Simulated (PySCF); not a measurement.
## Calculated properties of `O=C(O)C(F)F`

Compound: C2H2F2O2.
Numbering: `[O:1]=[C:2]([OH:3])[CH:4]([F:5])[F:6]` (hydrogens: H7 on O3; H8 on C4)

Structure used (GFN2-xTB), in Å, numbered top down from 1:
```xyz
8
C2H2F2O2 angstrom
O      0.957   -1.341   -0.576
C      0.552   -0.331   -0.091
O      1.298    0.602    0.485
C     -0.936    0.082   -0.018
F     -1.721   -0.870   -0.547
F     -1.135    1.214   -0.729
H      2.244    0.385    0.429
H     -1.250    0.269    1.022
```

Among its groups: carboxylic acid and C–F bond.

From GFN2-xTB geometry:

```yaml
Point_group_of_the_GFN2-xTB_geometry: C1
Rotational_constants_A_B_C_of_the_GFN2-xTB_geometry: 5.617, 3.218, 2.255 GHz
```

From CAM-B3LYP/def2-SVPD ground state and vertical TDDFT (core frozen in the response) (PySCF):

```yaml
Dipole_moment: 2.99 D
HOMO_energy: -10.48 eV
LUMO_energy: 0.13 eV
HOMO–LUMO_gap: 10.61 eV
Lowest_singlet_excitation: 5.66 eV (219 nm, f = 0.001)
Strongest_line_among_the_8_lowest_singlet_transitions: S4 at 8.56 eV (145 nm, f = 0.116)
Lowest_triplet_excitation_Tamm–Dancoff: 5.12 eV
Static_isotropic_polarisability: 34.7 au
Electronic_spatial_extent_⟨r²⟩_about_the_centre_of_nuclear_charge: 501 bohr²
```

Monoisotopic mass (most abundant isotopes): 96.0023 u.

S1 lies 4.95 eV below the HOMO–LUMO gap; its leading configuration is HOMO→LUMO, weight 0.93. The principal polarisabilities are 27.8, 37.9 and 38.3 au; their mean is the isotropic value. The vertical singlet–triplet gap S1 − T1 is 0.54 eV (TDDFT singlet less Tamm–Dancoff triplet; S1: HOMO→LUMO, weight 0.93; T1: HOMO→LUMO, weight 0.92). A dipole of 2.99 D is allowed in C1, and pure rotational transitions are dipole-allowed. In atomic units the dipole is 1.18 e·bohr (1 au = 2.5417 D). No computed singlet falls in the visible range (750 to 380 nm, 1.65 to 3.26 eV); S1 lies 2.40 eV above its blue end. The largest Löwdin shares of the HOMO are 0.60 on O1, 0.10 on C4, 0.10 on C2 and 0.09 on O3.

The structure is a single GFN2-xTB conformer in the gas phase; no vibrational or solvent corrections.
